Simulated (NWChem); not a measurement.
# doublet C2H8Si+ at 5 levels

We compute a comparison of 5 runs (UHF/STO-3G, UHF/3-21G, UB3LYP/6-31G*, UMP3/def2-SVP) of doublet C2H8Si+. 

Program for the calculation: NWChem 7.3.0.

69 further runs of the same task are left out: 69 set aside as unsound or not needed.

### Step 1. The system as given

C2H8Si+ has 11 atoms, charge +1, and is taken as a doublet. SMILES of the parent species: `C[SiH2]C`. Geometry: relaxed at PBE0-D4/def2-TZVP. That shape belongs to the parent species and isn't relaxed for this state.

Bond lengths: C1–Si2 1.872 Å, Si2–C3 1.872 Å, C1–H4 1.092 Å, C1–H5 1.093 Å, C1–H6 1.093 Å, Si2–H7 1.491 Å, Si2–H8 1.491 Å, C3–H9 1.093 Å, C3–H10 1.092 Å, C3–H11 1.093 Å. Some angles: C1–Si2–C3 111.5°, C1–Si2–H7 109.5°, C1–Si2–H8 109.5°, C3–Si2–H7 109.5°, C3–Si2–H8 109.5°, Si2–C1–H4 111.0°, Si2–C1–H5 110.9°, Si2–C1–H6 110.9°, Si2–C3–H9 110.9°, Si2–C3–H10 111.0°.

### Step 2. A single-point energy at UHF/STO-3G (run 1)

The input, c2h8si.xyz:

```xyz
11
C2H8Si energy
C     -1.050200     0.967200    -0.661200
Si    -0.309200    -0.653200    -0.087600
C      1.346600    -0.392300     0.745700
H     -2.015800     0.806900    -1.146100
H     -0.391700     1.464600    -1.377800
H     -1.204900     1.644900     0.182100
H     -0.139900    -1.564200    -1.256100
H     -1.245100    -1.319300     0.863300
H      2.058200     0.075200     0.060400
H      1.772600    -1.342000     1.077400
H      1.244800     0.255200     1.620300
```

The input, c2h8si.nw:

```
start c2h8si
title "C2H8Si energy"
memory total 2200 mb
charge 1
geometry noautosym nocenter noautoz
  load format xyz c2h8si.xyz
end
basis spherical bse
  * library STO-3G
end
scf
  doublet
  uhf
  thresh 1e-08
  maxiter 80
end
task scf
```

Launch:

```
$ nwchem c2h8si.nw > c2h8si.out
```

What it wrote:

```text
[...]
  functions       =    27
[...]
  wavefunction    = UHF
[...]
         Total SCF energy =   -364.760633966519
      One electron energy =   -721.821950165857
      Two electron energy =    242.902803709741
 Nuclear repulsion energy =    114.158512489598
                       Sz =      0.5000
                 Sz(Sz+1) =      0.7500
                      S^2 =      0.7616
[...]
```

Wall time 8.4 s (1 thread of Intel Xeon Platinum 8488C (Sapphire Rapids), shared host); peak memory 0.1 GiB.

### Step 3. A single-point energy at UHF/3-21G (run 2)

The input, run.py:

```python
from ase import Atoms
from ase.calculators.nwchem import NWChem

atoms = Atoms('CSiCHHHHHHHH', positions=[
    [-1.050200, 0.967200, -0.661200],
    [-0.309200, -0.653200, -0.087600],
    [1.346600, -0.392300, 0.745700],
    [-2.015800, 0.806900, -1.146100],
    [-0.391700, 1.464600, -1.377800],
    [-1.204900, 1.644900, 0.182100],
    [-0.139900, -1.564200, -1.256100],
    [-1.245100, -1.319300, 0.863300],
    [2.058200, 0.075200, 0.060400],
    [1.772600, -1.342000, 1.077400],
    [1.244800, 0.255200, 1.620300],
])

calc = NWChem(
    label='m1',
    theory='scf',
    memory='2200 mb',
    basis='3-21G',
    basispar='spherical bse',
    charge=1,
    scf={'nopen': '1', 'uhf': None, 'thresh': '1e-08', 'maxiter': '80'},
    task='energy',
)
atoms.calc = calc

print(f"energy = {atoms.get_potential_energy():.6f} eV")
```

Launch:

```
$ export ASE_NWCHEM_COMMAND="nwchem PREFIX.nwi > PREFIX.nwo"
$ python run.py
```

What it wrote:

```text
energy = -9985.858487 eV
```

The calculator wrote m1.nwi:

```
title "m1"

permanent_dir m1

scratch_dir m1

start m1

geometry units angstrom nocenter noautosym noautoz
  C  -1.0502000000000000e+00 9.6719999999999995e-01 -6.6120000000000001e-01
  Si -3.0919999999999997e-01 -6.5320000000000000e-01 -8.7599999999999997e-02
  C  1.3466000000000000e+00 -3.9229999999999998e-01 7.4570000000000003e-01
  H  -2.0158000000000000e+00 8.0689999999999995e-01 -1.1460999999999999e+00
  H  -3.9169999999999999e-01 1.4645999999999999e+00 -1.3777999999999999e+00
  H  -1.2049000000000001e+00 1.6449000000000000e+00 1.8210000000000001e-01
  H  -1.3990000000000000e-01 -1.5642000000000000e+00 -1.2561000000000000e+00
  H  -1.2451000000000001e+00 -1.3192999999999999e+00 8.6329999999999996e-01
  H  2.0581999999999998e+00 7.5200000000000003e-02 6.0400000000000002e-02
  H  1.7726000000000000e+00 -1.3420000000000001e+00 1.0773999999999999e+00
  H  1.2447999999999999e+00 2.5519999999999998e-01 1.6203000000000001e+00
end

charge 1

memory 2200 mb

basis spherical bse noprint
   * library 3-21G
end

scf
  nopen 1
  uhf
  thresh 1e-08
  maxiter 80
end

task scf energy
```

m1.nwo:

```text
Northwest Computational Chemistry Package (NWChem) 7.3.0
             --------------------------------------------------------

           Job information
           ---------------

    nwchem branch   = 7.3.0
    use scalapack   = T
    input           = m1.nwi
    prefix          = m1.
    data base       = m1/m1.db
    status          = startup
    nproc           =        1

           Memory information
           ------------------

    heap     =     72089596 doubles =      550.0 Mbytes
    stack    =     72089601 doubles =      550.0 Mbytes
    global   =    144179200 doubles =     1100.0 Mbytes (distinct from heap & stack)
    total    =    288358397 doubles =     2200.0 Mbytes
    verify   = yes
    hardfail = no

[... 140 lines left out ...]
         Quadratically convergent UHF
[... 14 lines left out ...]
  ga_iter_lsolve: convergence stagnant ... aborting solve
[... 13 lines left out ...]
      One electron energy =   -723.643664317322
[... 9 lines left out ...]
          Final alpha eigenvalues
[... 260 lines left out ...]
                     UHF Final Beta Molecular Orbital Analysis
[... 237 lines left out ...]
   Mulliken analysis of the spin density
   -------------------------------------

    Atom       Charge   Shell Charges
 -----------   ------   -------------------------------------------------------
    1 C    6     0.83   0.00  0.01  0.34  0.07  0.41
    2 Si  14     0.04  -0.00 -0.00  0.01 -0.01  0.15 -0.06 -0.05
    3 C    6     0.12   0.00  0.00  0.06  0.01  0.05
[... 7 lines of this table left out ...]
   11 H    1    -0.01  -0.00 -0.01

       Multipole analysis of the density wrt the origin
       ------------------------------------------------

     L   x y z        total         alpha         beta         nuclear
     -   - - -        -----         -----         ----         -------
     0   0 0 0      1.000000    -17.000000    -16.000000     34.000000

     1   1 0 0     -0.781181      2.553272      1.337328     -4.671781
[... 8 lines of this table left out ...]
     2   0 0 2    -17.854574    -37.537659    -35.400152     55.083238

 Task  times  cpu:       16.1s     wall:       16.1s
 Total times  cpu:       16.1s     wall:       16.1s
```

Wall time 17 s (1 thread of Intel Xeon Platinum 8488C (Sapphire Rapids), shared host); peak memory 0.099 GiB.

Runs 3 to 4 aren't shown in full; the table further down has their settings and results.

### Step 4. The energy at UMP3/def2-SVP (run 5)

The input, nw.xyz:

```xyz
11
C2H8Si
C     -1.050200     0.967200    -0.661200
Si    -0.309200    -0.653200    -0.087600
C      1.346600    -0.392300     0.745700
H     -2.015800     0.806900    -1.146100
H     -0.391700     1.464600    -1.377800
H     -1.204900     1.644900     0.182100
H     -0.139900    -1.564200    -1.256100
H     -1.245100    -1.319300     0.863300
H      2.058200     0.075200     0.060400
H      1.772600    -1.342000     1.077400
H      1.244800     0.255200     1.620300
```

The input, nw.nw:

```
start nw
title "C2H8Si"
memory stack 330 mb heap 110 mb global 1760 mb
charge 1

geometry noautosym nocenter noautoz
load format xyz nw.xyz
end

basis spherical bse
* library def2-SVP
end

scf
doublet
uhf
thresh 1e-08
maxiter 80
print low
end

tce
scf
mbpt3
freeze core 7
maxiter 60
end

task tce
```

Launch:

```
$ nwchem nw.nw > nw.out
```

What it wrote:

```text
[...]
  functions       =    86
[...]
  wavefunction    = UHF
[...]
         Total SCF energy =   -368.806675176390
      One electron energy =   -726.028715920778
      Two electron energy =    243.063528254791
 Nuclear repulsion energy =    114.158512489598
                       Sz =      0.5000
                 Sz(Sz+1) =      0.7500
                      S^2 =      0.7610
[...]
         Wavefunction type : Unrestricted Hartree-Fock
          No. of electrons :    33
[...]
         Spin multiplicity : doublet
[...]
```

It took 2.3 min on 1 thread of Intel Xeon Platinum 8488C (Sapphire Rapids), shared host; peak memory 1.4 GiB.

### Step 5. Overview of the runs

| run | level | iteration cap | module | energy (Eh) | HOMO energy (eV) | LUMO energy (eV) | ⟨S²⟩ | wall time |
| --- | --- | --- | --- | --- | --- | --- | --- | --- |
| 1 | UHF/STO-3G | 80 | scf | -364.760634 | -16.59 | -8.14 | 0.762 | 8.4 s |
| 2 | UHF/3-21G | 80 | scf | -366.973534 | -17.53 | -9.33 | 0.760 | 17 s |
| 3 | UB3LYP/6-31G* (spherical functions) | 100 | dft | -370.135998 | -14.59 | -13.28 | 0.756 | 2.6 min |
| 4 | UB3LYP/6-31G* (Cartesian functions) | 100 | dft | -370.139280 | -14.59 | -13.28 | 0.756 | 2.7 min |
| 5 | UMP3/def2-SVP | 80 | tce | -369.225755 | – | – | 0.761 | 2.3 min |

### Step 6. What came out

| quantity | value |
| --- | --- |
| run 5: total energy | -369.22575 Eh |
| run 5: correlation energy (7 core orbitals frozen) | -419.1 mEh |
| run 5: ⟨S²⟩ of the reference determinant | 0.761 |

In run 1 the basis is minimal, so the values are rough. All runs together took 8 min, the longest 2.7 min.
